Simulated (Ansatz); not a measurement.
# MgH₂O₂ (SMILES [OH][Mg][OH]): one structure at several levels

Aim: energy, forces and dipole at a structure displaced at random from a GFN2-xTB minimum, from CCSD(T) and from density functionals.

Computed with Ansatz 0.2.0, Gaussian basis. Level: single points in def2-TZVPP.

Correlated methods freeze the cores. The outer core shell of Li, Na, Mg and K is correlated. B3LYP uses VWN-RPA correlation.

**1. Starting geometry**

SMILES `[OH][Mg][OH]`, 5 atoms, charge 0, spin multiplicity 1.

Atoms are counted from 1 here; the program's logs count them from 0.

Bond lengths: O1–Mg2 1.732 Å, O1–H4 1.125 Å, Mg2–O3 1.935 Å, O3–H5 0.907 Å. Angles: Mg2–O1–H4 134.4°, O1–Mg2–O3 131.7°, Mg2–O3–H5 109.6°.

Geometry (Å):

```
O    -1.3576   -0.1884   -0.7524
Mg   -0.0158   -0.9293    0.0547
O     1.5767   -0.1810    0.8590
H    -1.9814    0.7287   -0.5625
H     1.7162    0.6551    0.5374
```

**2. CCSD(T)/def2-TZVPP**

File run/in.yaml:

```yaml
crystal:
  periodic: [false, false, false]
  atoms:
    - {symbol: O, position_ang: [-1.357600, -0.188400, -0.752400]}
    - {symbol: Mg, position_ang: [-0.015800, -0.929300, 0.054700]}
    - {symbol: O, position_ang: [1.576700, -0.181000, 0.859000]}
    - {symbol: H, position_ang: [-1.981400, 0.728700, -0.562500]}
    - {symbol: H, position_ang: [1.716200, 0.655100, 0.537400]}
basis:
  gaussian: {orbitals: def2-TZVPP}
correlation: {method: ccsd_t}
output: {forces: true}
```

The command line of these runs was not kept.

**3. PBE0-D4/def2-TZVPP**

run/in.yaml: that of step 2 with these lines changed.

```diff
@@ -10,3 +10,3 @@
   gaussian: {orbitals: def2-TZVPP}
-correlation: {method: ccsd_t}
-output: {forces: true}
+hamiltonian: {xc: pbe0, dispersion: d4}
+output: {forces: true, orbitals: {seedname: orbitals}}
```

**4. wB97M-V/def2-TZVPP**

run/in.yaml: that of step 3 with these lines changed.

```diff
@@ -10,3 +10,3 @@
   gaussian: {orbitals: def2-TZVPP}
-hamiltonian: {xc: pbe0, dispersion: d4}
-output: {forces: true, orbitals: {seedname: orbitals}}
+hamiltonian: {xc: {name: wB97M-V}}
+output: {forces: true}
```

**5. r2SCAN-D4/def2-TZVPP**

run/in.yaml: that of step 4 with these lines changed.

```diff
@@ -10,3 +10,3 @@
   gaussian: {orbitals: def2-TZVPP}
-hamiltonian: {xc: {name: wB97M-V}}
+hamiltonian: {xc: r2scan, dispersion: d4}
 output: {forces: true}
```

**6. PBE-D4/def2-TZVPP**

run/in.yaml: that of step 5 with these lines changed.

```diff
@@ -10,3 +10,3 @@
   gaussian: {orbitals: def2-TZVPP}
-hamiltonian: {xc: r2scan, dispersion: d4}
+hamiltonian: {xc: pbe, dispersion: d4}
 output: {forces: true}
```

**7. B3LYP-D4/def2-TZVPP**

run/in.yaml: that of step 6 with these lines changed.

```diff
@@ -10,3 +10,3 @@
   gaussian: {orbitals: def2-TZVPP}
-hamiltonian: {xc: pbe, dispersion: d4}
+hamiltonian: {xc: {name: B3LYP}, dispersion: d4}
 output: {forces: true}
```

**8. r2SCAN0-D4/def2-TZVPP**

run/in.yaml: that of step 7 with these lines changed.

```diff
@@ -10,3 +10,3 @@
   gaussian: {orbitals: def2-TZVPP}
-hamiltonian: {xc: {name: B3LYP}, dispersion: d4}
+hamiltonian: {xc: {name: r2SCAN0}, dispersion: d4}
 output: {forces: true}
```

(Steps that only read results are left out.)

Before running it: what results should come out? Wanted: energy less free atoms, CCSD(T)/def2-TZVPP; RMS force component; RMS force error; HOMO and LUMO, PBE0-D4; T1 diagnostic.

**Answer**, as computed:

| quantity | value |
| --- | --- |
| energy less free atoms, CCSD(T)/def2-TZVPP | -1475.7 kJ/mol |
| RMS force component | 2.690 to 2.740 eV/Å over the methods |
| RMS force error | PBE0-D4 0.048, wB97M-V 0.034, r2SCAN-D4 0.037, PBE-D4 0.253, B3LYP-D4 0.051, r2SCAN0-D4 0.178 eV/Å |
| HOMO and LUMO, PBE0-D4 | -7.27 and -2.08 eV |
| T1 diagnostic | 0.013 |

In words: Against CCSD(T) the functionals' energies less atoms differ by -83.8 to +1.7 kJ/mol, PBE-D4 by -83.8 kJ/mol. A larger basis would deepen the CCSD(T) value, while the functionals are nearly converged already, so the order here is not reliable. The forces of wB97M-V come nearest to CCSD(T), those of PBE-D4 are farthest. Frozen-core CCSD(T) forces in triple zeta carry basis errors of their own, and this is one geometry, so small gaps rank nothing.
